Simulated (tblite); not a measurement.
A geometry optimisation, step by step.

Species: C5H7O (doublet state).
SMILES with atom numbers: `[CH3:1][C:2]1=[CH:3][CH2:4][CH:5][O:6]1` (hydrogens: H7, H8, H9 on C1; H10 on C3; H11, H12 on C4; H13 on C5)
Bond orders are those of one Lewis drawing.

Computed with GFN2-xTB (tblite), gas phase: L-BFGS steps from a force-field or distance-geometry start until the largest atomic force falls under 0.01 eV/Å. 5 of its 90 geometries are shown.

Step 0: E = -495.2659 eV, largest atomic force 3.621 eV/Å
```
atom  x, y, z in Å  |  force x, y, z in eV/Å
C1      2.000    0.079    0.144    0.628   0.382  -0.947
C2      0.531    0.091   -0.135   -0.372  -0.093  -0.099
C3     -0.387   -0.773    0.277   -0.280  -0.640   0.651
C4     -1.739   -0.341   -0.261   -0.860  -0.079  -0.260
C5     -1.468    1.150   -0.407    2.331  -2.305   1.537
O6     -0.121    1.067   -0.900    0.745   1.599   0.004
H7      2.489   -0.870   -0.167   -0.604   0.374   0.232
H8      2.242    0.235    1.209   -0.300   0.077  -0.525
H9      2.482    0.858   -0.487   -0.279  -0.272   0.615
H10    -0.245   -1.651    0.893   -0.057   0.241  -0.195
H11    -2.565   -0.562    0.425    0.080  -0.079  -0.444
H12    -1.837   -0.811   -1.260   -0.443   0.079   0.453
H13    -1.387    1.528    0.651   -0.588   0.714  -1.022
```

Step 22: E = -496.8229 eV, largest atomic force 0.201 eV/Å
```
atom  x, y, z in Å  |  force x, y, z in eV/Å
C1      2.071    0.050    0.150    0.103  -0.008  -0.009
C2      0.584    0.060    0.087    0.015   0.002  -0.068
C3     -0.330   -0.922    0.173   -0.036   0.044  -0.052
C4     -1.685   -0.349   -0.116   -0.113  -0.029  -0.069
C5     -1.330    1.078   -0.316    0.034  -0.082   0.014
O6      0.011    1.269   -0.174   -0.030   0.010   0.043
H7      2.464   -0.913   -0.161   -0.038  -0.091  -0.004
H8      2.452    0.265    1.145   -0.118  -0.002   0.151
H9      2.458    0.820   -0.511   -0.021   0.032  -0.073
H10    -0.176   -1.965    0.362    0.147   0.043   0.011
H11    -2.445   -0.525    0.658    0.092   0.041   0.174
H12    -2.112   -0.801   -1.025   -0.051  -0.043  -0.115
H13    -1.966    1.934   -0.290    0.015   0.084  -0.004
```

Step 44: E = -496.8532 eV, largest atomic force 0.025 eV/Å
```
atom  x, y, z in Å  |  force x, y, z in eV/Å
C1      2.068    0.048    0.163    0.010  -0.003   0.006
C2      0.586    0.074    0.024    0.006  -0.018   0.008
C3     -0.315   -0.919    0.089    0.007  -0.004   0.005
C4     -1.689   -0.352   -0.108    0.001  -0.010   0.001
C5     -1.339    1.077   -0.316   -0.012  -0.014  -0.010
O6      0.002    1.284   -0.193   -0.008  -0.018  -0.007
H7      2.449   -0.937   -0.094   -0.002   0.001   0.007
H8      2.356    0.274    1.190    0.009   0.019  -0.003
H9      2.518    0.793   -0.489   -0.024  -0.006   0.005
H10    -0.109   -1.956    0.261   -0.004   0.014  -0.018
H11    -2.350   -0.522    0.760    0.014   0.014  -0.005
H12    -2.209   -0.800   -0.970   -0.001   0.017   0.002
H13    -1.972    1.937   -0.333    0.002   0.009   0.009
```

Step 67: E = -496.8553 eV, largest atomic force 0.030 eV/Å
```
atom  x, y, z in Å  |  force x, y, z in eV/Å
C1      2.067    0.048    0.170   -0.004  -0.001   0.003
C2      0.586    0.070    0.023    0.001   0.013  -0.027
C3     -0.314   -0.923    0.069    0.008  -0.009   0.011
C4     -1.687   -0.352   -0.123    0.004  -0.010   0.008
C5     -1.338    1.077   -0.344   -0.006  -0.001   0.012
O6      0.002    1.281   -0.192   -0.012   0.014   0.011
H7      2.444   -0.952   -0.021    0.008  -0.001   0.003
H8      2.352    0.344    1.179    0.001   0.012   0.004
H9      2.519    0.750   -0.527   -0.005  -0.009  -0.007
H10    -0.110   -1.962    0.226    0.000  -0.012   0.002
H11    -2.337   -0.510    0.754   -0.014  -0.007  -0.001
H12    -2.216   -0.806   -0.975   -0.006   0.019  -0.009
H13    -1.972    1.935   -0.257    0.024  -0.007  -0.009
```

Step 89: E = -496.8609 eV, largest atomic force 0.005 eV/Å
```
atom  x, y, z in Å  |  force x, y, z in eV/Å
C1      2.066    0.048    0.175    0.001   0.001   0.002
C2      0.585    0.070    0.037    0.000  -0.001   0.000
C3     -0.309   -0.929    0.017    0.000  -0.001   0.001
C4     -1.685   -0.354   -0.148    0.000   0.001   0.000
C5     -1.343    1.088   -0.260   -0.002   0.004   0.002
O6     -0.005    1.290   -0.097    0.000   0.001   0.000
H7      2.413   -0.975    0.277    0.001   0.001   0.001
H8      2.371    0.621    1.050   -0.001  -0.002  -0.002
H9      2.531    0.501   -0.700   -0.001  -0.001   0.000
H10    -0.102   -1.975    0.110    0.003   0.000  -0.003
H11    -2.346   -0.583    0.706   -0.003   0.004  -0.001
H12    -2.202   -0.742   -1.039    0.001  -0.004   0.001
H13    -1.980    1.940   -0.146    0.002  -0.004   0.000
```

Question: Summarise the path.

Answer: The energy falls by 36.78 kcal/mol from step 0 to step 89; nine tenths of that is first reached at step 16. It never rises by more than 0.2 meV. The largest force goes from 3.621 to 0.005 eV/Å. Among the bonds C5–O6 changes most, from 1.437 to 1.363 Å; the atoms move by 0.533 Å rms after alignment.

Question: Follow the three bonds and two angles with the largest change from start to end.

Answer: 
```csv
step,E above end (kcal/mol),largest force (eV/Å),C5–O6 (Å),C5–H13 (Å),C2–O6 (Å),C4–C5–H13 (°),C4–C5–O6 (°)
0,36.78,3.621,1.437,1.127,1.401,104.5,98.2
4,24.34,0.931,1.395,1.088,1.390,114.8,109.2
8,17.67,0.871,1.382,1.100,1.369,118.3,105.9
12,6.98,0.805,1.357,1.068,1.361,126.1,108.8
15,4.47,0.434,1.367,1.075,1.367,126.4,109.2
19,1.60,0.382,1.365,1.075,1.370,127.1,110.8
23,0.77,0.211,1.361,1.070,1.361,129.0,111.0
27,0.54,0.127,1.362,1.068,1.362,129.9,111.3
31,0.37,0.092,1.361,1.067,1.360,130.1,111.3
35,0.25,0.076,1.362,1.068,1.361,129.1,111.5
39,0.19,0.037,1.363,1.068,1.362,129.8,111.3
43,0.18,0.033,1.362,1.069,1.361,129.6,111.4
46,0.17,0.025,1.363,1.068,1.362,129.7,111.4
50,0.16,0.029,1.363,1.069,1.361,129.6,111.2
54,0.16,0.015,1.362,1.068,1.361,129.4,111.2
58,0.15,0.026,1.362,1.069,1.361,129.1,111.1
62,0.14,0.026,1.363,1.070,1.361,128.5,111.1
66,0.13,0.034,1.364,1.070,1.362,128.2,111.0
70,0.12,0.026,1.364,1.071,1.361,128.4,110.9
74,0.09,0.082,1.364,1.068,1.362,128.6,111.1
77,0.06,0.097,1.363,1.070,1.360,129.1,111.2
81,0.02,0.034,1.363,1.070,1.362,128.8,111.1
85,0.00,0.026,1.363,1.069,1.362,129.0,111.2
89,0.00,0.005,1.363,1.070,1.362,128.9,111.1
```

The cost below is that of the whole relaxation. Hardware: Arm Neoverse N1, one thread, shared host with 64 logical CPUs at a one-minute load of 32. Cost: 0.54 s.
